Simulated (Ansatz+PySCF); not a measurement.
## doublet F₂(-): levels of theory in one basis

```xyz
2

F     0.0000    0.0000   -0.6882
F     0.0000    0.0000    0.6882
```

Basis set: aug-cc-pVDZ (spherical functions). Frozen core: 2 orbitals. Correlation on ROHF uses semicanonical orbitals with singles. Charge -1, multiplicity 2.

Computed with Ansatz (development build ahead of 0.2.0); each method stands on the lowest determinant of its kind that the runs found. NEVPT2 correlates all electrons. Active spaces start from the frontier orbitals, and the lowest solution found is given.

| method | E − E(ROHF) (eV) | <S²> of the determinant |
| --- | --- | --- |
| ROHF | 0.00 | 0.75 |
| UHF | -0.23 | 0.76 |
| ROHF-MP2 | -12.04 | – |
| ROHF-CCSD | -12.07 | – |
| UHF-CCSD | -12.08 | 0.76 |
| ROHF-CCSD(T) | -12.35 | – |
| CASSCF(3,3) | -0.39 | – |
| CASSCF(15,8) | 0.00 | – |
| SC-NEVPT2(3,3) | -12.10 | – |
| SC-NEVPT2(15,8) | -10.84 | – |

What does UHF-MP2 give on the same scale?

-11.90 eV.

Is a single determinant a sound starting point here?

By this sign, yes. Unrestricted orbitals gain 0.23 eV and <S²> is 0.76 against 0.75 for a pure state. The CASSCF(3,3) natural occupations are 1.99, 1.00, 0.01. The CASSCF(15,8) natural occupations are 2.00, 2.00, 2.00, 2.00, 2.00, 2.00, 2.00, 1.00.

Caution for CASSCF(3,3): other starts end on other solutions of this active space.
